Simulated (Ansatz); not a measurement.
`CC(O)CO`. The species carries charge 0 and has multiplicity 1.

```xyz
13

C     0.458    0.700    1.127
C    -0.627    0.314    0.135
O    -0.782    1.302   -0.861
C    -0.373   -1.035   -0.520
O     0.749   -0.986   -1.384
H     0.237    1.677    1.558
H     0.534   -0.029    1.939
H     1.433    0.775    0.635
H    -1.586    0.255    0.662
H    -0.104    1.124   -1.524
H    -1.225   -1.289   -1.154
H    -0.262   -1.820    0.238
H     1.548   -0.988   -0.850
```

Task: Give the diagnostics of a CCSD(T)/def2-TZVPP run (frozen core, Ansatz 0.2.0). (Best estimate.)

Result: The calculation gave: T1 = 0.0102, largest single amplitude 0.010, largest double 0.010, (T) share of the correlation energy 3.6 %, 9 CCSD cycles. The RHF solution is stable towards an unrestricted one. T1 lies under the customary mark of 0.02 for closed shells.
